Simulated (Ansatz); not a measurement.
A nudged elastic band was laid between two geometries of AlH$_{5}$Si (7 atoms, charge 0, multiplicity 1).

The calculation used RHF/def2-TZVP in Ansatz.

- movable images: 7
- climbing image: yes
- spring: 5.0 eV/Å²
- optimiser: quadratic models (default)
- start path: through a guess of the saddle point
- force threshold: 0.03 eV/Å
- iteration limit: 60
- end points: relaxed

First end point:

```xyz
7
Properties=species:S:1:pos:R:3
Al -0.338 -1.386 0.085
Si 0.284 1.017 -0.067
H 0.686 -2.478 0.596
H -1.788 -1.853 -0.340
H 0.143 1.508 -1.459
H -0.603 1.848 0.782
H 1.678 1.276 0.358
```

Last end point:

```xyz
7
Properties=species:S:1:pos:R:3
Al -0.336 -1.387 0.083
Si 0.264 1.023 -0.056
H -0.755 -2.060 1.451
H -0.304 -2.284 -1.219
H -0.640 1.738 -0.989
H 0.188 1.708 1.254
H 1.645 1.193 -0.570
```

**Question.** What changes between the two ends?

**Answer.** No bond is made or broken. The dihedral H3–Al1–Si2–H6 goes from -120 to 0°. The two ends are copies of one structure, up to a mirror image or an exchange of like atoms.

**Question.** What energy profile does the band end with?

**Answer.** The forces met the threshold. The highest image is number 4 of 0 to 8, 0.0 kcal/mol above the ends, which have the same energy within 2 meV. The top lies less than 8 meV above the higher end, about what the thresholds resolve: that end is a shoulder or a very shallow well. A vibrational analysis at the climbing image gives no mode beyond 40i cm⁻¹: the surface is too flat there to confirm a saddle point.

```tsv
image	path coordinate (Å)	energy (kcal/mol)	dihedral H3–Al1–Si2–H6 (°)
0	0.00	0.0	-120
1	0.39	0.0	-105
2	0.79	0.0	-89
3	1.18	0.0	-74
4	1.57	0.0	-60
5	1.96	0.0	-45
6	2.35	0.0	-30
7	2.75	0.0	-15
8	3.14	0.0	0
```

**Question.** What is the geometry of the highest image?

**Answer.** 
```xyz
7
Properties=species:S:1:pos:R:3
Al -0.343 -1.387 0.077
Si 0.266 1.023 -0.068
H 0.184 -2.283 1.268
H -1.256 -2.058 -1.026
H -0.335 1.667 -1.260
H -0.190 1.774 1.126
H 1.736 1.195 -0.161
```

The run took 29 s on 1 CPU thread of a shared host.
